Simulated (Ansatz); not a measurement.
in.yaml

```yaml
crystal:
  periodic: [false, false, false]
  atoms:
    - {symbol: Si, position_ang: [0.000000, 0.000000, 0.000000]}
    - {symbol: H, position_ang: [2.983628, 0.028838, -0.000195]}
    - {symbol: H, position_ang: [-1.516789, 2.569472, -0.005888]}
    - {symbol: H, position_ang: [-1.466839, -2.598310, 0.006083]}
basis:
  gaussian: {orbitals: 6-31G, point_charges: [{charge: -1.00, position_ang: [6.751, 0.721, 0.184]}]}
total_charge: 1
correlation: {method: fic_nevpt4_sd, electrons: valence, active_space: {window: {electrons: 4, orbitals: 5}}}
```

```sh
$ ansatz run in.yaml --threads 1 --pin off --events-out ev --progress --plain --max-ram 2393MiB
```

Roughly how long does this take on 1 thread of Arm Neoverse V2, shared host, and how much host memory?

0.36 s wall and 0.07 GiB.

```
236 factors; integrals over basis functions are off by at most 2.5e-4 eV
mean field evaluation 1: about -7886.1302 eV, gradient 1.4e1 eV
mean field evaluation 2: about -7886.1296 eV, gradient 1.4e1 eV
mean field evaluation 4: about -7888.8026 eV, gradient 2.7e0 eV
mean field evaluation 8: about -7888.8912 eV, gradient 1.4e-1 eV
mean field evaluation 16: about -7877.6861 eV, gradient 3.8e0 eV
mean field -7888.89198010 eV, -289.9114329856 hartree, gradient 5.4e-6 eV, S^2 0.000000; 1 other end points of the search recorded, 0 dependent functions left out; unrestricted orbitals would lower it
reference -7888.89198010 eV, -289.9114329856 hartree; 8, 8 occupied and 11, 11 virtual orbitals, 236 factors
state -7895.15304833 eV, -290.1415229993 hartree
state -7895.15304833 eV, -290.1415229993 hartree; corrected -7895.95219273 eV, -290.1708910141 hartree
Total energy: -7895.95219273 eV, -290.1708910141 hartree
```

Natural occupations: 1.2932 1.2630 0.8418 0.3513 0.2507.
